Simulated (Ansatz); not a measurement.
**Multireference treatment of C2H4, singlet**

Computed with Ansatz's Gaussian-basis code (development build); NEVPT3, NEVPT4(SD), MRCISD by development code. Basis aug-cc-pVDZ, nonrelativistic, 2 orbitals frozen in the corrections. State-specific CASSCF; RHF is the lowest restricted (open-shell) Hartree–Fock solution met. Letters tell apart solutions met in one space. On stretched bonds single-reference methods can fail or change state. No symmetry is imposed, so a solution can break that of the shape. No proof that the lowest CASSCF solution was found.

Geometry. A bond is stretched, to 1.62 times the sum of the covalent radii.

```xyz
6

C     0.0000   -0.1297   -0.6339
C     0.0000    0.0675    0.6864
H     0.0000    1.1959   -1.7544
H     0.0000   -1.1266   -1.0615
H     0.0000    1.0645    1.1140
H     0.0000   -0.7609    1.3867
```

CASSCF less RHF, in eV, and natural occupations:

| CAS | CASSCF | occupations |
| --- | --- | --- |
| (4,4) a | -1.929 | 1.91, 1.88, 0.12, 0.09 |
| (4,4) b | -1.240 | 1.98, 1.92, 0.09, 0.02 |

(1) What totals less RHF do the corrections give on each solution?

(2) In CAS(4,4), is the solution lowest in CASSCF also lowest after SC-NEVPT2?

(3) How do single-reference totals in the same basis and frozen core stand against SC-NEVPT2 in CAS(4,4) a?

(4) Roughly how much CPU time does a whole run from the default start take (median of such runs, summed over threads; nearly all runs on one pinned thread of a shared server, mostly Xeon at 2.3 to 2.6 GHz, by a development driver)?

## Answers

(1) 

| CAS | SC-NEVPT2 | FIC-NEVPT2 | NEVPT3 | NEVPT4(SD) | MRCISD |
| --- | --- | --- | --- | --- | --- |
| (4,4) a | -8.351 | -8.362 | -9.027 | -9.277 | -8.665 |
| (4,4) b | -8.091 | -8.115 | -8.839 | -9.200 | -8.434 |

(2) Yes: (4,4) a stays lowest, 0.26 eV under the next.

(3) CCSD(T) -1.028 eV. Coupled cluster stands on the determinant that it favours, which can lie over the RHF solution above, and is in doubt where the occupations are far from 0, 1 and 2.

(4) CAS(4,4) a: about 2.5 s. Other jobs ran beside these, and the count of passes differs.
